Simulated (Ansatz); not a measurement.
A nudged elastic band was laid between two geometries of H$_{5}$NSi (7 atoms, charge 0, multiplicity 1).

The calculation used RKS r2SCAN-D4/def2-SVP in Ansatz 0.2.0.

```
movable images  : 7
climbing image  : yes
spring          : 5.0 eV/Å²
optimiser       : quadratic models (default)
start path      : through a guess of the saddle point
force threshold : 0.05 eV/Å
iteration limit : 60
end points      : relaxed
```

Image 0:

```xyz
7
Properties=species:S:1:pos:R:3
Si 0.378 -0.002 0.127
N 0.849 -0.180 1.787
H 0.128 -0.321 2.489
H 1.571 0.432 2.156
H 1.619 -0.014 -0.704
H -0.379 1.246 -0.236
H -0.494 -1.160 -0.233
```

Image 8:

```xyz
7
Properties=species:S:1:pos:R:3
Si 0.176 0.430 -0.501
N 1.103 -0.095 1.262
H 0.457 -0.461 1.965
H 1.581 0.712 1.667
H 1.813 -0.809 1.089
H -0.893 1.139 0.345
H -0.563 -0.916 -0.441
```

Q: Which bonds break or form, and what moves?

A: Bonds broken: Si1–H5. Bonds formed: N2–H5.

Q: What energy profile does the band end with?

A: The run converged. The highest image is number 4 of 0 to 8, 281.8 kJ/mol above the first end and 142.5 kJ/mol above the last; the last end lies 139.3 kJ/mol above the first. Neighbouring images differ by up to 1.4 eV, so the band resolves the path poorly. A vibrational analysis at the climbing image gives one clearly imaginary mode, 1423i cm⁻¹: a first-order saddle point. The orbitals stay closed-shell, which can raise the energy where a bond breaks towards radicals; this wasn't checked here.

```csv
image,path coordinate (Å),energy (kJ/mol),Si1–H5 (Å),N2–H5 (Å)
0,0.00,0.0,1.49,2.61
1,0.49,2.8,1.50,2.65
2,0.99,37.9,1.49,2.34
3,1.48,170.9,1.50,1.86
4,1.97,281.8,1.63,1.38
5,2.38,211.8,1.92,1.07
6,2.78,156.9,2.32,1.02
7,3.18,140.8,2.57,1.02
8,3.58,139.3,2.60,1.02
```

Q: What is the geometry of the highest image?

A: 
```xyz
7
Properties=species:S:1:pos:R:3
Si 0.286 0.126 -0.236
N 0.957 -0.088 1.540
H 0.525 -0.637 2.290
H 1.501 0.688 1.915
H 1.684 -0.401 0.413
H -0.609 1.344 -0.281
H -0.670 -1.032 -0.255
```

The band took 16 iterations and about 4 core-minutes.

The run took 3.8 min on 1 thread of Arm Neoverse V1 (shared host), peak memory 0.11 GiB.
